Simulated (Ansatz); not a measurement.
We consider hcp Ti, described by RPBE (Ansatz, an electronic-structure program, PAW).

Settings: plane-wave cutoff 520 eV, 24×24×12 k mesh (along the axes of the cell as run), Fermi–Dirac smearing 0.05 eV, no spin polarisation, scalar-relativistic PAW data made under PBE.

Cell (relaxed at this level):

```cif
data_Ti2
_chemical_formula_sum 'Ti2'
_space_group_name_H-M_alt 'P63/mmc'
_space_group_IT_number 194
_space_group_name_Hall '-P 6c 2c'
_cell_length_a 2.96684
_cell_length_b 2.96684
_cell_length_c 4.69592
_cell_angle_alpha 90.000
_cell_angle_beta 90.000
_cell_angle_gamma 120.000
loop_
_atom_site_label
_atom_site_type_symbol
_atom_site_symmetry_multiplicity
_atom_site_Wyckoff_symbol
_atom_site_fract_x
_atom_site_fract_y
_atom_site_fract_z
_atom_site_occupancy
Ti1 Ti 2 c 0.33333 0.66667 0.25000 1
```

### Question
Estimate the bulk modulus B0 and pressure derivative B′ of the bulk modulus that the calculation returns.

### Answer

bulk modulus B0: 105 GPa
pressure derivative B′ of the bulk modulus: 3.6

The run finds no gap.

Measured, for comparison: bulk modulus 108 GPa (zero-point energy and finite temperature contributions removed; as tabulated in doi:10.1021/acs.jctc.3c00612). Computed (rounded) less measured: bulk modulus -3 %.

Note: the bulk modulus comes from volumes at which shape and atoms were relaxed.

The computed numbers hold no vibrational or temperature effects.

Cost on a shared machine: roughly 6 core-minutes.
